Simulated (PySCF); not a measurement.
# SF2: bending curve

All numbers come from BP86 in PySCF with S def2-TZVP, F def2-TZVP; no relativity; density-fitted integrals.

Rigid scan from the singlet minimum (S–F 1.622 Å (×2); F–S–F 99.5°). Coordinate: the F–S–F angle, bonds fixed. Energies in kJ/mol from the minimum.

| bond angle (°) | E (kJ/mol) | dipole size (D) |
| --- | --- | --- |
| 80 | 52.9 | 1.57 |
| 90 | 10.3 | 1.32 |
| 100 | 0.0 | 1.06 |
| 110 | 9.6 | 0.81 |
| 120 | 32.8 | 0.58 |
| 130 | 65.3 | 0.37 |
| 140 | 103.6 | 0.21 |
| 150 | 143.4 | 0.09 |
| 160 | 262.4 | 0.61 |
| 170 | 205.7 | 0.01 |
| 180 | 215.3 | 0.00 |

With the bonds held, the linear shape lies 215.3 kJ/mol from the minimum.

The scan took roughly 3 core-minutes on a shared host.
